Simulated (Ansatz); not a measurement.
Reaction (formal exchange of groups at a C–C bond): `C=CCCC` + `CC` → `C=CCCCC` + CH₄

Isolated molecules relaxed with PBE0-D4/def2-TZVP in Ansatz; ΔE leaves out vibrations. CCSD(T)/CBS adds triple-zeta CCSD(T) − MP2 to the extrapolated MP2 energy (def2 sets, frozen cores). This one scheme is used for every species. DFT in def2-TZVPP. B3LYP here is the variant with VWN-RPA as its local correlation; programs differ in this. Each species was taken in one conformer, which may not be the lowest.

(1) Is it downhill or uphill in electronic energy at CCSD(T)/CBS, and by how much? (An estimate is asked.)

(2) What do these levels give: PBE-D4, B3LYP-D4, ωB97X-V, r2SCAN, PBE0, B3LYP, HF/def2-TZVPP, CCSD/def2-TZVPP, CCSD(T)/def2-TZVPP, MP2/def2-QZVPP, SCS-MP2/def2-QZVPP, MP2/CBS(def2)? (Best estimate.)

Largest T1 diagnostic among the species: 0.009.

Answers

(1) The calculation gave: Downhill: ΔE = -1.9 kcal/mol.

(2) Ansatz gave: PBE-D4 -1.6, B3LYP-D4 -1.7, ωB97X-V -1.7, r2SCAN -1.3, PBE0 -0.3, B3LYP 0.4, HF/def2-TZVPP 1.1, CCSD/def2-TZVPP -1.5, CCSD(T)/def2-TZVPP -1.9, MP2/def2-QZVPP -2.5, SCS-MP2/def2-QZVPP -1.7, MP2/CBS(def2) -2.5 kcal/mol.

In def2-TZVPP, CCSD(T) changes the Hartree–Fock value by −3.0 kcal/mol (the triples alone add −0.5 kcal/mol) and MP2 by −3.5 kcal/mol. The D4 term adds −2.0 kcal/mol with B3LYP and −1.2 kcal/mol with PBE0; it sums over pairs of atoms, weighted by their polarisabilities, and B3LYP, whose exchange is more repulsive, gets the larger term.
